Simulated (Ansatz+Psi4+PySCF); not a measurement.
A calculation with Psi4 1.11.

```
molecule {
0 1
F 0.000000 0.000000 -1.084790
Cl 0.000000 0.000000 1.403850
}

basis {
assign Cl cc-pV(T+d)Z
assign F cc-pVTZ
}
set reference uhf
set scf_type pk
set mp2_type conv
set cc_type conv
set num_frozen_docc 6
energy('mp2')
```

The input is written out from the run's settings.

Output:

```json
{
  "Converged": "yes",
  "Reference energy": "-558.74454 hartree",
  "Correlation energy": "-0.50327 hartree",
  "Total energy": "-559.24780 hartree",
  "Spin squared of the determinant": "0.000",
  "Occupied orbitals by symmetry in an Abelian subgroup (alpha; beta)": "7 A1 3 B1 3 B2; 7 A1 3 B1 3 B2"
}
```

This is not the lowest solution: another run reaches a determinant 3.90 eV lower. Caution: bonds are stretched, where a single reference can fail.
